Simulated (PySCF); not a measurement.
Homolysis of single bonds, series CF3-X. Gas-phase values, no solvent. One relaxed conformer stands for each flexible species; it need not be the lowest. Strings in code marks are SMILES.

Method: PySCF with B3LYP-D3(BJ)/def2-TZVP. All candidates: neutral, multiplicity 2. B3LYP has the VWN-RPA correlation part, as in Gaussian. 

```yaml
highest_occupied_spin_orbital: -7.63 eV
dipole_moment: 0.00 D
```

### Question
Name which member has these values.
A. `[Br]`
B. `F[C](F)I`
C. `[SiH3]`
D. `[I]`

### Answer
D, `[I]`. The others give `[SiH3]`: -6.11 eV, 0.08 D; `F[C](F)I`: -6.77 eV, 0.59 D; `[Br]`: -8.51 eV, 0.00 D
